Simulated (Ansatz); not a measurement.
A made-up structure of CH₂BN, closed shell:

| atom | x (Å) | y (Å) | z (Å) |
| --- | --- | --- | --- |
| B1 | -0.7327 | 0.5751 | -0.7476 |
| C2 | 0.0301 | -0.2195 | 0.0836 |
| N3 | 0.6404 | -1.0273 | 0.7952 |
| H4 | -1.3585 | 1.2768 | -1.4431 |
| H5 | 0.3604 | -0.2251 | 1.0909 |

It is relaxed with PBE-D4/def2-SVP and then PBE0-D4/def2-TZVP (Ansatz 0.2.0). Atoms count as bonded within 1.22 times the sum of their covalent radii (H–H: 0.88 Å). The end point is not checked to be a true minimum.

**Question.** Does its bonding change? (A judgement: the text doesn't fix the answer.)

**Answer.** The calculation gives: Yes. Formed: none; broken: C2–H5.

Where it ends: The first stage lowers the energy by 3.74 eV in 9 steps. It ends as CH₂BN ([BH][C][NH]):
B1  (-0.815, 0.622, -0.918)
C2  (-0.095, -0.127, -0.011)
N3  (0.564, -0.885, 0.712)
H4  (-1.430, 1.284, -1.661)
H5  (0.716, -0.514, 1.657)
(Å)

Labels in which every atom is bracketed show which atoms are joined, not bond orders.

For scale, one of the runs: PBE0-D4/def2-TZVP relaxation, 105 basis functions, launched by `ansatz run in.yaml --threads 2 --pin off --events-out ev --progress --plain --max-ram 4352MiB`. The run took about 8 s on 2 CPU threads of an Arm Neoverse V2 (shared host).
